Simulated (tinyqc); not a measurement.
Worked calculation (part 1 of 2): CIS and TDHF on RHF in the sto-6g basis, frozen core, for H2O, spin multiplicity 1. Computed by tinyqc, a small Python program that keeps every step (integrals from PySCF). Settings: charge = 0, multiplicity = 1, basis = sto-6g, method = RHF, frozen orbitals = 1, energy threshold = 1e-10, iteration cap = 80, orthogonalisation = canonical, start = atomic densities, DIIS depth = 6, TDHF = 1. Command: `OMP_NUM_THREADS=1 python tinyqc.py 27651 27652 out.jsonl` (the two numbers bound the seeds that draw the settings). One thread of a shared host (Intel(R) Xeon(R) Processor @ 2.60GHz), about 0.1 s of CPU time with the checks. The early iterations of the SCF are left out here.

## One-electron integrals

Geometry (angstrom):
```
atom         x          y         z
O     0.000000   0.000000  0.000000
H     0.000000   0.845000  0.668000
H     0.000000  -0.845000  0.668000
```

Basis sto-6g: exponents (1/bohr^2) and contraction coefficients of normalised primitives:
```
element  l (shell)     exponent  coefficient
O            s (1)  1355.584234     0.009164
O            s (1)   248.544885     0.049361
O            s (1)    69.533902     0.168538
O            s (1)    23.886772     0.370563
O            s (1)     9.275933     0.416492
O            s (1)     3.820341     0.130334
O            s (2)    52.187762    -0.013253
O            s (2)    10.329320    -0.046992
O            s (2)     3.210345    -0.033785
O            s (2)     1.235135     0.250242
O            s (2)     0.536420     0.595117
O            s (2)     0.245881     0.240706
O            p (3)    52.187762     0.003760
O            p (3)    10.329320     0.037679
O            p (3)     3.210345     0.173897
O            p (3)     1.235135     0.418036
O            p (3)     0.536420     0.425860
O            p (3)     0.245881     0.101708
H            s (1)    35.523221     0.009164
H            s (1)     6.513144     0.049361
H            s (1)     1.822143     0.168538
H            s (1)     0.625955     0.370563
H            s (1)     0.243077     0.416492
H            s (1)     0.100112     0.130334
```

Overlap, kinetic and nuclear-attraction integrals over the contracted functions; the nuclear repulsion is the sum of Za Zb / Rab.

nuclear repulsion = 8.17353831 hartree

overlap S:
```
           1O 1s     1O 2s    1O 2px     1O 2py    1O 2pz     2H 1s      3H 1s
1O 1s   1.000000  0.231145  0.000000   0.000000  0.000000  0.042068   0.042068
1O 2s   0.231145  1.000000  0.000000   0.000000  0.000000  0.401800   0.401800
1O 2px  0.000000  0.000000  1.000000   0.000000  0.000000  0.000000   0.000000
1O 2py  0.000000  0.000000  0.000000   1.000000  0.000000  0.273608  -0.273608
1O 2pz  0.000000  0.000000  0.000000   0.000000  1.000000  0.216296   0.216296
2H 1s   0.042068  0.401800  0.000000   0.273608  0.216296  1.000000   0.194190
3H 1s   0.042068  0.401800  0.000000  -0.273608  0.216296  0.194190   1.000000
```

kinetic energy T (hartree):
```
            1O 1s      1O 2s    1O 2px     1O 2py    1O 2pz      2H 1s      3H 1s
1O 1s   29.327197  -0.896024  0.000000   0.000000  0.000000  -0.005514  -0.005514
1O 2s   -0.896024   0.842618  0.000000   0.000000  0.000000   0.077502   0.077502
1O 2px   0.000000   0.000000  2.531309   0.000000  0.000000   0.000000   0.000000
1O 2py   0.000000   0.000000  0.000000   2.531309  0.000000   0.156295  -0.156295
1O 2pz   0.000000   0.000000  0.000000   0.000000  2.531309   0.123556   0.123556
2H 1s   -0.005514   0.077502  0.000000   0.156295  0.123556   0.768522  -0.003870
3H 1s   -0.005514   0.077502  0.000000  -0.156295  0.123556  -0.003870   0.768522
```

nuclear attraction V (hartree):
```
             1O 1s      1O 2s     1O 2px      1O 2py     1O 2pz      2H 1s      3H 1s
1O 1s   -62.240867  -6.378393   0.000000    0.000000  -0.016086  -1.327486  -1.327486
1O 2s    -6.378393  -9.976606   0.000000    0.000000  -0.185097  -3.108378  -3.108378
1O 2px    0.000000   0.000000  -9.912748    0.000000   0.000000   0.000000   0.000000
1O 2py    0.000000   0.000000   0.000000  -10.029891   0.000000  -1.875965   1.875965
1O 2pz   -0.016086  -0.185097   0.000000    0.000000  -9.985956  -1.535263  -1.535263
2H 1s    -1.327486  -3.108378   0.000000   -1.875965  -1.535263  -5.393403  -1.153214
3H 1s    -1.327486  -3.108378   0.000000    1.875965  -1.535263  -1.153214  -5.393403
```

core Hamiltonian H = T + V (hartree):
```
             1O 1s      1O 2s     1O 2px     1O 2py     1O 2pz      2H 1s      3H 1s
1O 1s   -32.913670  -7.274417   0.000000   0.000000  -0.016086  -1.333000  -1.333000
1O 2s    -7.274417  -9.133988   0.000000   0.000000  -0.185097  -3.030876  -3.030876
1O 2px    0.000000   0.000000  -7.381440   0.000000   0.000000   0.000000   0.000000
1O 2py    0.000000   0.000000   0.000000  -7.498582   0.000000  -1.719670   1.719670
1O 2pz   -0.016086  -0.185097   0.000000   0.000000  -7.454647  -1.411707  -1.411707
2H 1s    -1.333000  -3.030876   0.000000  -1.719670  -1.411707  -4.624881  -1.157084
3H 1s    -1.333000  -3.030876   0.000000   1.719670  -1.411707  -1.157084  -4.624881
```

## Two-electron integrals

Functions are numbered as in S; the eight-fold symmetry (ij|kl) = (ji|kl) = (kl|ij) leaves the list below.

Two-electron integrals (ij|kl) in chemists' order, unique and non-zero (hartree):
```
(11|11) 4.787491    (21|11) 0.675884    (21|21) 0.121505    (22|11) 1.117379
(22|21) 0.249212    (22|22) 0.817383    (31|31) 0.025762    (32|31) 0.039145
(32|32) 0.180664    (33|11) 1.117381    (33|21) 0.249212    (33|22) 0.817382
(33|33) 0.880663    (41|41) 0.025762    (42|41) 0.039145    (42|42) 0.180664
(43|43) 0.047461    (44|11) 1.117381    (44|21) 0.249212    (44|22) 0.817382
(44|33) 0.785741    (44|44) 0.880663    (51|51) 0.025762    (52|51) 0.039145
(52|52) 0.180664    (53|53) 0.047461    (54|54) 0.047461    (55|11) 1.117381
(55|21) 0.249212    (55|22) 0.817382    (55|33) 0.785741    (55|44) 0.785741
(55|55) 0.880663    (61|11) 0.131043    (61|21) 0.022586    (61|22) 0.045332
(61|33) 0.045235    (61|41) 0.000868    (61|42) 0.001699    (61|44) 0.045414
(61|51) 0.000686    (61|52) 0.001343    (61|54) 0.000141    (61|55) 0.045347
(61|61) 0.004279    (62|11) 0.327049    (62|21) 0.074005    (62|22) 0.269819
(62|33) 0.265280    (62|41) 0.004659    (62|42) 0.034788    (62|44) 0.273660
(62|51) 0.003683    (62|52) 0.027501    (62|54) 0.006625    (62|55) 0.270517
(62|61) 0.013840    (62|62) 0.112143    (63|31) 0.008109    (63|32) 0.046023
(63|43) 0.007130    (63|53) 0.005637    (63|63) 0.015610    (64|11) 0.188450
(64|21) 0.043237    (64|22) 0.168118    (64|33) 0.160614    (64|41) 0.010473
(64|42) 0.066338    (64|44) 0.179952    (64|51) 0.001868    (64|52) 0.016060
(64|54) 0.009651    (64|55) 0.163787    (64|61) 0.008444    (64|62) 0.084942
(64|64) 0.079208    (65|11) 0.148976    (65|21) 0.034180    (65|22) 0.132903
(65|33) 0.126971    (65|41) 0.001868    (65|42) 0.016060    (65|44) 0.130985
(65|51) 0.009586    (65|52) 0.058719    (65|54) 0.010304    (65|55) 0.140753
(65|61) 0.006675    (65|62) 0.067149    (65|64) 0.050276    (65|65) 0.055355
(66|11) 0.479733    (66|21) 0.110575    (66|22) 0.461953    (66|33) 0.443787
(66|41) 0.008784    (66|42) 0.090419    (66|44) 0.477325    (66|51) 0.006944
(66|52) 0.071479    (66|54) 0.026514    (66|55) 0.464746    (66|61) 0.020875
(66|62) 0.246646    (66|64) 0.213096    (66|65) 0.168459    (66|66) 0.774999
(71|11) 0.131043    (71|21) 0.022586    (71|22) 0.045332    (71|33) 0.045235
(71|41) -0.000868   (71|42) -0.001699   (71|44) 0.045414    (71|51) 0.000686
(71|52) 0.001343    (71|54) -0.000141   (71|55) 0.045347    (71|61) 0.004216
(71|62) 0.013377    (71|64) 0.007454    (71|65) 0.006455    (71|66) 0.019944
(71|71) 0.004279    (72|11) 0.327049    (72|21) 0.074005    (72|22) 0.269819
(72|33) 0.265280    (72|41) -0.004659   (72|42) -0.034788   (72|44) 0.273660
(72|51) 0.003683    (72|52) 0.027501    (72|54) -0.006625   (72|55) 0.270517
(72|61) 0.013377    (72|62) 0.090013    (72|64) 0.047230    (72|65) 0.052406
(72|66) 0.160742    (72|71) 0.013840    (72|72) 0.112143    (73|31) 0.008109
(73|32) 0.046023    (73|43) -0.007130   (73|53) 0.005637    (73|63) 0.012105
(73|73) 0.015610    (74|11) -0.188450   (74|21) -0.043237   (74|22) -0.168118
(74|33) -0.160614   (74|41) 0.010473    (74|42) 0.066338    (74|44) -0.179952
(74|51) -0.001868   (74|52) -0.016060   (74|54) 0.009651    (74|55) -0.163787
(74|61) -0.007454   (74|62) -0.047230   (74|64) -0.013241   (74|65) -0.026919
(74|66) -0.075990   (74|71) -0.008444   (74|72) -0.084942   (74|74) 0.079208
(75|11) 0.148976    (75|21) 0.034180    (75|22) 0.132903    (75|33) 0.126971
(75|41) -0.001868   (75|42) -0.016060   (75|44) 0.130985    (75|51) 0.009586
(75|52) 0.058719    (75|54) -0.010304   (75|55) 0.140753    (75|61) 0.006455
(75|62) 0.052406    (75|64) 0.026919    (75|65) 0.042108    (75|66) 0.102135
(75|71) 0.006675    (75|72) 0.067149    (75|74) -0.050276   (75|75) 0.055355
(76|11) 0.114421    (76|21) 0.026164    (76|22) 0.103557    (76|33) 0.101148
(76|44) 0.103099    (76|51) 0.002040    (76|52) 0.018119    (76|55) 0.106422
(76|61) 0.004841    (76|62) 0.042894    (76|64) 0.028140    (76|65) 0.028889
(76|66) 0.098424    (76|71) 0.004841    (76|72) 0.042894    (76|74) -0.028140
(76|75) 0.028889    (76|76) 0.020478    (77|11) 0.479733    (77|21) 0.110575
(77|22) 0.461953    (77|33) 0.443787    (77|41) -0.008784   (77|42) -0.090419
(77|44) 0.477325    (77|51) 0.006944    (77|52) 0.071479    (77|54) -0.026514
(77|55) 0.464746    (77|61) 0.019944    (77|62) 0.160742    (77|64) 0.075990
(77|65) 0.102135    (77|66) 0.309874    (77|71) 0.020875    (77|72) 0.246646
(77|74) -0.213096   (77|75) 0.168459    (77|76) 0.098424    (77|77) 0.774999
```

## Orthogonalisation

S = U s U^T; canonical form X = U s^(-1/2), so that X^T S X = 1. Each column of U has its largest component positive (the first on a tie).

eigenvalues of S: 0.419632  0.503969  0.887103  1.000000  1.096458  1.301841  1.790997

X:
```
                1          2          3         4          5          6         7
1O 1s   -0.324692   0.000000   0.741115  0.000000  -0.617005   0.000000  0.168914
1O 2s    1.059878   0.000000  -0.299711  0.000000  -0.308596   0.000000  0.438583
1O 2px   0.000000   0.000000   0.000000  1.000000   0.000000   0.000000  0.000000
1O 2py   0.000000   0.866405   0.000000  0.000000   0.000000   0.691049  0.000000
1O 2pz   0.500938   0.000000   0.655484  0.000000   0.629808   0.000000  0.209526
2H 1s   -0.672061  -0.785364  -0.171066  0.000000   0.140432   0.381179  0.383119
3H 1s   -0.672061   0.785364  -0.171066  0.000000   0.140432  -0.381179  0.383119
```

## Iteration 8 (converged): orbitals

converged F (hartree):
```
             1O 1s      1O 2s     1O 2px     1O 2py     1O 2pz      2H 1s      3H 1s
1O 1s   -20.518763  -4.964209   0.000000   0.000000  -0.025562  -0.911167  -0.911167
1O 2s    -4.964209  -2.312571   0.000000   0.000000  -0.082650  -0.827180  -0.827180
1O 2px    0.000000   0.000000  -0.393772   0.000000   0.000000   0.000000   0.000000
1O 2py    0.000000   0.000000   0.000000  -0.252745   0.000000  -0.362359   0.362359
1O 2pz   -0.025562  -0.082650   0.000000   0.000000  -0.293317  -0.333363  -0.333363
2H 1s    -0.911167  -0.827180   0.000000  -0.362359  -0.333363  -0.442645  -0.274829
3H 1s    -0.911167  -0.827180   0.000000   0.362359  -0.333363  -0.274829  -0.442645
```

Diagonalise F' = X^T F X, C = X C', fill 5 alpha and 5 beta electrons from the bottom; D = 2 C_occ C_occ^T. Each column has its largest component positive (the first on a tie).

F' = X^T F X (hartree):
```
           1         2          3          4          5          6          7
1  -0.135042  0.000000   2.103354   0.000000  -1.618326   0.000000   0.385657
2   0.000000  0.589518   0.000000   0.000000   0.000000   0.103132   0.000000
3   2.103354  0.000000  -8.990821   0.000000   8.940968   0.000000  -3.892737
4   0.000000  0.000000   0.000000  -0.393772   0.000000   0.000000   0.000000
5  -1.618326  0.000000   8.940968   0.000000  -9.673456   0.000000   4.221539
6   0.000000  0.103132   0.000000   0.000000   0.000000  -0.551265   0.000000
7   0.385657  0.000000  -3.892737   0.000000   4.221539   0.000000  -2.905161
```

orbital energies (hartree): MO1 -20.521754, MO2 -1.225759, MO3 -0.560513, MO4 -0.446471, MO5 -0.393772, MO6 0.489505, MO7 0.598766

coefficients C:
```
              MO1        MO2        MO3        MO4       MO5        MO6        MO7
1O 1s    0.996821  -0.226548   0.000000   0.088561  0.000000  -0.105286   0.000000
1O 2s    0.014497   0.880887   0.000000  -0.488284  0.000000   0.697252   0.000000
1O 2px   0.000000   0.000000   0.000000   0.000000  1.000000   0.000000   0.000000
1O 2py   0.000000   0.000000   0.610901   0.000000  0.000000   0.000000   0.924665
1O 2pz   0.002516   0.092734   0.000000   0.750516  0.000000   0.741132   0.000000
2H 1s   -0.002950   0.142558   0.449803   0.323145  0.000000  -0.722964  -0.748179
3H 1s   -0.002950   0.142558  -0.449803   0.323145  0.000000  -0.722964   0.748179
```

D after iteration 8:
```
            1O 1s      1O 2s    1O 2px     1O 2py     1O 2pz      2H 1s      3H 1s
1O 1s    2.105638  -0.456710  0.000000   0.000000   0.095932  -0.013237  -0.013237
1O 2s   -0.456710   2.029186  0.000000   0.000000  -0.569480  -0.064503  -0.064503
1O 2px   0.000000   0.000000  2.000000   0.000000   0.000000   0.000000   0.000000
1O 2py   0.000000   0.000000  0.000000   0.746399   0.000000   0.549570  -0.549570
1O 2pz   0.095932  -0.569480  0.000000   0.000000   1.143761   0.511477   0.511477
2H 1s   -0.013237  -0.064503  0.000000   0.549570   0.511477   0.654154  -0.155136
3H 1s   -0.013237  -0.064503  0.000000  -0.549570   0.511477  -0.155136   0.654154
```

## Convergence

Stop when the energy changes by less than 1e-10 hartree and every element of the error matrix X^T (F D S - S D F) X is below 3e-06.

Course of the cycle:
```
iteration   E (hartree)     change  largest element of the error matrix
1          -75.93945356          -                             1.12e+00
2          -75.61889939   3.21e-01                             2.78e-01
3          -75.66399985  -4.51e-02                             4.08e-02
4          -75.66488494  -8.85e-04                             6.61e-03
5          -75.66491544  -3.05e-05                             1.27e-04
6          -75.66491546  -2.40e-08                             5.19e-05
7          -75.66491547  -6.57e-09                             3.66e-07
8          -75.66491547  -3.13e-13                             1.61e-10
```

PySCF RHF in the same basis = -75.66491547 hartree

Converged in 8 iterations.

## Integrals over molecular orbitals

(pq|rs) = sum C_ip C_jq C_kr C_ls (ij|kl), one index at a time.

one-electron integrals over orbitals h = C^T H C (hartree):
```
            1          2          3          4          5          6          7
1  -32.900906   0.575823   0.000000  -0.217727   0.000000   0.272160   0.000000
2    0.575823  -7.627051   0.000000   0.525239   0.000000  -1.269654   0.000000
3    0.000000   0.000000  -6.091852   0.000000   0.000000   0.000000  -1.760219
4   -0.217727   0.525239   0.000000  -6.688936   0.000000  -1.269603   0.000000
5    0.000000   0.000000   0.000000   0.000000  -7.381440   0.000000   0.000000
6    0.272160  -1.269654   0.000000  -1.269603   0.000000  -5.333960   0.000000
7    0.000000   0.000000  -1.760219   0.000000   0.000000   0.000000  -5.534906
```

Two-electron integrals over orbitals (pq|rs), unique and non-zero (hartree); the lowest 1 orbital is frozen and left out:
```
(22|22) 0.726667    (32|32) 0.132927    (33|22) 0.622629    (33|33) 0.602642
(42|22) -0.019709   (42|33) 0.003926    (42|42) 0.129747    (43|32) 0.026232
(43|43) 0.054149    (44|22) 0.666521    (44|33) 0.573959    (44|42) -0.096708
(44|44) 0.719026    (52|52) 0.149790    (53|53) 0.026968    (54|52) -0.044628
(54|54) 0.049762    (55|22) 0.755168    (55|33) 0.608422    (55|42) -0.078697
(55|44) 0.699409    (55|55) 0.880663    (62|22) 0.135879    (62|33) 0.069264
(62|42) 0.029621    (62|44) 0.068970    (62|55) 0.146001    (62|62) 0.096977
(63|32) -0.037311   (63|43) -0.036131   (63|63) 0.074046    (64|22) 0.120876
(64|33) 0.047701    (64|42) -0.046332   (64|44) 0.130763    (64|55) 0.142930
(64|62) 0.060680    (64|64) 0.091778    (65|52) 0.052692    (65|54) 0.004356
(65|65) 0.035001    (66|22) 0.599282    (66|33) 0.554880    (66|42) 0.049864
(66|44) 0.546942    (66|55) 0.581161    (66|62) 0.094649    (66|64) 0.050816
(66|66) 0.587422    (72|32) 0.052194    (72|43) -0.031323   (72|63) 0.031044
(72|72) 0.066757    (73|22) 0.160044    (73|33) 0.089524    (73|42) -0.078199
(73|44) 0.145812    (73|55) 0.200013    (73|62) 0.070532    (73|64) 0.097124
(73|66) 0.043023    (73|73) 0.158759    (74|32) -0.073599   (74|43) -0.010693
(74|63) 0.052814    (74|72) -0.016907   (74|74) 0.070678    (75|53) 0.023864
(75|75) 0.024772    (76|32) 0.088442    (76|43) 0.059873    (76|63) -0.066370
(76|72) -0.005179   (76|74) -0.060789   (76|76) 0.114395    (77|22) 0.611454
(77|33) 0.588242    (77|42) -0.017196   (77|44) 0.584162    (77|55) 0.610951
(77|62) 0.063555    (77|64) 0.048054    (77|66) 0.554639    (77|73) 0.093454
(77|77) 0.600224
```

## CIS matrix, singlets

A(ia,jb) = (e_a - e_i) d_ij d_ab + 2 (ia|jb) - (ij|ab).

CIS matrix A, singlet (hartree):
```
          2>6        2>7        3>6       3>7       4>6        4>7       5>6       5>7
2>6  1.309937   0.000000   0.000000  0.052622  0.071495   0.000000  0.000000  0.000000
2>7  0.000000   1.346586  -0.026353  0.000000  0.000000  -0.016618  0.000000  0.000000
3>6  0.000000  -0.026353   0.643230  0.000000  0.000000   0.045754  0.000000  0.000000
3>7  0.052622   0.000000   0.000000  0.888556  0.134374   0.000000  0.000000  0.000000
4>6  0.071495   0.000000   0.000000  0.134374  0.572590   0.000000  0.000000  0.000000
4>7  0.000000  -0.016618   0.045754  0.000000  0.000000   0.602430  0.000000  0.000000
5>6  0.000000   0.000000   0.000000  0.000000  0.000000   0.000000  0.372117  0.000000
5>7  0.000000   0.000000   0.000000  0.000000  0.000000   0.000000  0.000000  0.431131
```

## CIS singlet states

dipole integrals <i|r|a> (bohr):
```
            x          y          z
2>6  0.000000   0.000000  -0.060825
2>7  0.000000  -0.089142   0.000000
3>6  0.000000  -0.892932   0.000000
3>7  0.000000   0.000000  -0.696837
4>6  0.000000   0.000000  -0.580987
4>7  0.000000  -0.760309   0.000000
5>6  0.069704   0.000000   0.000000
5>7  0.000000   0.000000   0.000000
```

Diagonalise A (1 hartree = 27.211386 eV); each vector has its largest component positive (the first on a tie). The transition dipole is mu = sqrt2 sum c_ia <i|r|a>.

singlet excitation energies (eV): 10.125832  11.731674  14.152338  15.584881  18.272129  25.142717  36.109952  36.681605

lowest vectors:
```
      state 1   state 2    state 3    state 4   state 5    state 6
2>6  0.000000  0.000000  -0.062878   0.000000  0.000000  -0.185639
2>7  0.000000  0.000000   0.000000  -0.000534  0.046096   0.000000
3>6  0.000000  0.000000   0.000000  -0.544560  0.837817   0.000000
3>7  0.000000  0.000000  -0.333997   0.000000  0.000000   0.929808
4>6  0.000000  0.000000   0.940475   0.000000  0.000000   0.317797
4>7  0.000000  0.000000   0.000000   0.838721  0.544002   0.000000
5>6  1.000000  0.000000   0.000000   0.000000  0.000000   0.000000
5>7  0.000000  1.000000   0.000000   0.000000  0.000000   0.000000
```

oscillator strengths 2/3 w |mu|^2: 0.002411  0.000000  0.066571  0.017501  1.216884  0.830944

## TDHF (RPA) singlet states

B(ia,jb) = 2 (ia|jb) - (ib|ja); the squared energies are the eigenvalues of (A - B)(A + B); 1 hartree = 27.211386 eV.

TDHF matrix B, singlet (hartree):
```
          2>6        2>7        3>6       3>7       4>6        4>7       5>6       5>7
2>6  0.096977   0.000000   0.000000  0.110019  0.060680   0.000000  0.000000  0.000000
2>7  0.000000   0.066757  -0.008443  0.000000  0.000000  -0.016907  0.000000  0.000000
3>6  0.000000  -0.008443   0.074046  0.000000  0.000000   0.008504  0.000000  0.000000
3>7  0.110019   0.000000   0.000000  0.158759  0.141434   0.000000  0.000000  0.000000
4>6  0.060680   0.000000   0.000000  0.141434  0.091778   0.000000  0.000000  0.000000
4>7  0.000000  -0.016907   0.008504  0.000000  0.000000   0.070678  0.000000  0.000000
5>6  0.000000   0.000000   0.000000  0.000000  0.000000   0.000000  0.035001  0.000000
5>7  0.000000   0.000000   0.000000  0.000000  0.000000   0.000000  0.000000  0.024772
```

squared energies w^2 (hartree^2): 0.137246  0.185260  0.265082  0.323879  0.444415  0.790704  1.714802  1.812002

TDHF energies from the positive w^2 (eV): 10.080942  11.712293  14.010078  15.486094  18.140326  24.196784  35.633433  36.629420
